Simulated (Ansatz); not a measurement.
# AsH⁻, doublet: vertical spin and charge gaps

Geometry (PBE0/def2-TZVPD stationary point for this spin):

```yaml
atoms:
  - { symbol: As, position_ang: [0.0000, 0.0000, 0.0000] }
  - { symbol: H, position_ang: [0.0000, 0.0000, 1.5478] }
```

Basis aug-cc-pVDZ; Ansatz 0.2.0. Correlated methods freeze the noble-gas cores and the filled d shells of p-block atoms. R marks a restricted (for open shells ROHF) determinant. Active spaces: valence = (7e, 5o) chosen from the atoms' valence shells. No spin–orbit coupling is included, and no scalar relativity.

Gaps are energies of the second state less the first, at fixed atoms, for a selection of the levels run; each method lands on the state that its own search finds for that charge and spin.

For open shells CISD and CISDTQ are restricted-active-space CI with the open shells as a complete middle space. The highest occupied Kohn–Sham level of the anion is positive, up to +1.62 eV, so in those functionals the extra electron is held by the basis alone, which enters their differences from the reference.

Removing an electron, to the triplet: 0.754 eV at full CI (doublet B2, triplet ion A2, in C2v).

```csv
level,gap (eV),error (meV)
RHF,-0.008,-762
RMP2,0.693,-61
CISD,0.598,-156
RCCSD,0.693,-61
RCCSD(T),0.744,-10
BCCD(T),0.743,-11
RCCSDT,0.749,-5
CISDTQ,0.746,-8
RCCSDT(Q),0.753,-1
RCCSDTQ,0.754,0
CASSCF (valence space),-0.091,-845
NEVPT2 (valence space),0.435,-319
MRCISD (valence space),0.611,-143
MRCISD+Q (valence space),0.723,-31
PBE,1.046,292
r2SCAN,0.981,227
PBE0,0.973,219
B3LYP,1.125,371
wB97M-V,0.994,240
B2PLYP,0.929,175
RPA-PBE,1.038,284
```

Wrong sign: RHF, CASSCF (valence space).

In so small a basis the reference is far from its limit while semilocal and hybrid functionals are nearer theirs (RPA and double hybrids share part of the reference's basis error), so the functionals' errors here hold much of the reference's basis and frozen-core error, which can add to them or hide them.

Full CI is exact within this basis and frozen core; it isn't the basis-set limit.
